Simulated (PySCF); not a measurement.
## propanamide: 4 charge schemes on one density

Propanamide, C₃H₇NO.
Atom-mapped SMILES: `[CH3:1][CH2:2][C:3]([NH2:4])=[O:5]` (hydrogens: H6, H7, H8 on C1; H9, H10 on C2; H11, H12 on N4)

Structure used (PBE0-D3(BJ)/def2-SVP), in Å, numbered top down from 1:
```xyz
12
C3H7NO angstrom
C     -1.684   -0.131   -0.182
C     -0.226   -0.541   -0.196
C      0.695    0.574    0.274
N      2.023    0.326    0.109
O      0.283    1.602    0.770
H     -1.865    0.707   -0.870
H     -1.979    0.209    0.820
H     -2.333   -0.968   -0.477
H      0.091   -0.864   -1.203
H     -0.057   -1.410    0.465
H      2.367   -0.527   -0.305
H      2.685    1.022    0.426
```

Density: PBE0/pcSseg-1 (PySCF); schemes: Mulliken, IAO, Hirshfeld and ESP-fitted. The structure is a single PBE0-D3(BJ)/def2-SVP conformer in the gas phase; no vibrational or solvent corrections.

Question: Give the atomic charges in each scheme.

Answer: In e:

```json
{"atom": "C1", "environment": "methyl carbon", "Mulliken": "-0.259", "IAO": "-0.406", "Hirshfeld": "-0.117", "ESP-fitted": "-0.339"}
{"atom": "C2", "environment": "sp3 carbon next to a carbonyl", "Mulliken": "-0.340", "IAO": "-0.307", "Hirshfeld": "-0.074", "ESP-fitted": "+0.021"}
{"atom": "C3", "environment": "amide carbonyl carbon", "Mulliken": "+0.398", "IAO": "+0.444", "Hirshfeld": "+0.177", "ESP-fitted": "+0.725"}
{"atom": "N4", "environment": "amide nitrogen", "Mulliken": "-0.414", "IAO": "-0.515", "Hirshfeld": "-0.179", "ESP-fitted": "-0.997"}
{"atom": "O5", "environment": "amide oxygen", "Mulliken": "-0.426", "IAO": "-0.499", "Hirshfeld": "-0.291", "ESP-fitted": "-0.567"}
{"atom": "H6", "environment": "methyl hydrogen", "Mulliken": "+0.123", "IAO": "+0.146", "Hirshfeld": "+0.041", "ESP-fitted": "+0.094"}
{"atom": "H7", "environment": "methyl hydrogen", "Mulliken": "+0.131", "IAO": "+0.153", "Hirshfeld": "+0.041", "ESP-fitted": "+0.099"}
{"atom": "H8", "environment": "methyl hydrogen", "Mulliken": "+0.113", "IAO": "+0.137", "Hirshfeld": "+0.040", "ESP-fitted": "+0.088"}
{"atom": "H9", "environment": "methylene hydrogen", "Mulliken": "+0.134", "IAO": "+0.140", "Hirshfeld": "+0.041", "ESP-fitted": "+0.023"}
{"atom": "H10", "environment": "methylene hydrogen", "Mulliken": "+0.146", "IAO": "+0.149", "Hirshfeld": "+0.045", "ESP-fitted": "+0.025"}
{"atom": "H11", "environment": "amide N–H hydrogen", "Mulliken": "+0.195", "IAO": "+0.274", "Hirshfeld": "+0.138", "ESP-fitted": "+0.396"}
{"atom": "H12", "environment": "amide N–H hydrogen", "Mulliken": "+0.198", "IAO": "+0.283", "Hirshfeld": "+0.139", "ESP-fitted": "+0.432"}
```

Mean size of the charges over all atoms: ESP-fitted 0.317 e, IAO 0.288 e, Mulliken 0.240 e, Hirshfeld 0.110 e. Each set sums to the total charge, 0, to within 0.001 e. The Hirshfeld scheme divides the density at each point in proportion to the densities of the neutral, spherically averaged free atoms. The IAO scheme counts the electrons in orthogonalised intrinsic atomic orbitals, a minimal basis polarised so that it spans the occupied orbitals exactly.

Lowest charge. The schemes don't all agree: Mulliken O5 (-0.426); IAO N4 (-0.515); Hirshfeld O5 (-0.291); ESP-fitted N4 (-0.997).

Highest charge. All schemes agree: Mulliken C3 (+0.398); IAO C3 (+0.444); Hirshfeld C3 (+0.177); ESP-fitted C3 (+0.725).

Question: Sum the charges by element, for elements with more than one atom.

Answer: 
| element | atoms | Mulliken | IAO | Hirshfeld | ESP-fitted |
| --- | --- | --- | --- | --- | --- |
| C | 3 | -0.200 | -0.269 | -0.015 | +0.407 |
| H | 7 | +1.040 | +1.283 | +0.485 | +1.156 |

Question: How many electrons does the IAO scheme count on N4?

Answer: Z − q = 7 − (-0.515) = 7.515.

Question: How closely do the schemes follow one another over all atoms?

Answer: Correlation coefficient and root-mean-square difference: Mulliken with IAO 0.99, 0.068 e; IAO with Hirshfeld 0.96, 0.195 e; Mulliken with Hirshfeld 0.95, 0.147 e; Hirshfeld with ESP-fitted 0.90, 0.325 e; IAO with ESP-fitted 0.90, 0.205 e; Mulliken with ESP-fitted 0.87, 0.246 e.
